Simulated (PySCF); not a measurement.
Gas-phase reaction: SiF4 + Si = 2 SiF2, at 2000 K and a standard pressure of 1 bar. Level: LDA/def2-TZVP†.

Method: PySCF energies plus ideal-gas RRHO corrections (1 bar). † marks an energy on the PBE0/def2-TZVP geometry and frequencies. Open shells (unrestricted): Si (multiplicity 3, electronic degeneracy 9); the rest are closed-shell singlets. Spin-orbit splitting is ignored; it lowers the true energy and changes the entropy of Si. The harmonic model lacks anharmonicity and excited electronic states, which grow with temperature; levels with a mode under 35 cm⁻¹ are left out.

```
species      E (Ha)  H(2000 K) − E (kJ/mol)  S°(2000 K) (J/mol/K)
-------  ----------  ----------------------  --------------------
SiF4     -685.67897                   219.3                 466.0
Si       -288.20745                    41.6                 208.3
SiF2     -486.96992                   117.5                 358.6
```
E: electronic energy; H − E holds the zero-point and thermal terms. 1 Ha = 2625.5 kJ/mol.

Question: Work out ΔH°, ΔS°, ΔG° and log10 K from these numbers.

Answer: 1. ΔE = 2×(-486.96992) − 1×(-685.67897) − 1×(-288.20745) = -0.05342 Ha = -140.3 kJ.
2. Δ(H − E) = 2×(117.5) − 1×(219.3) − 1×(41.6) = -25.9 kJ, so ΔH° = -166.2 kJ.
3. ΔS° = 2×(358.6) − 1×(466.0) − 1×(208.3) = 42.9 J/K; the number of gas molecules stays the same.
4. ΔG° = ΔH° − TΔS° = -166.2 − 2000×(42.9)/1000 = -252.0 kJ.
5. log10 K = −ΔG°/(RT ln 10) = 6.58, with RT ln 10 = 38.29 kJ/mol; at standard pressures the products are favoured.
6. A shift of 10 kJ in ΔE would move log10 K by 0.26 here.
For scale, ΔH°(298 K) is -148 kJ at this level, -137 kJ at ωB97M-V/def2-TZVP†, and runs from -197 to 22 kJ over the 20 levels computed; the NASA 1993 table gives -11 kJ (entries not checked at source). After a fit of one offset per element over all species, the range-separated, M06-2X, PBE0/def2-QZVP and CCSD(T)/def2-TZVPP enthalpies, where run, lie to one side of the table for SiF2 (-43 kJ/mol): a fault of the table's entry, another state or a shared error of the levels is possible; this was not checked at source.
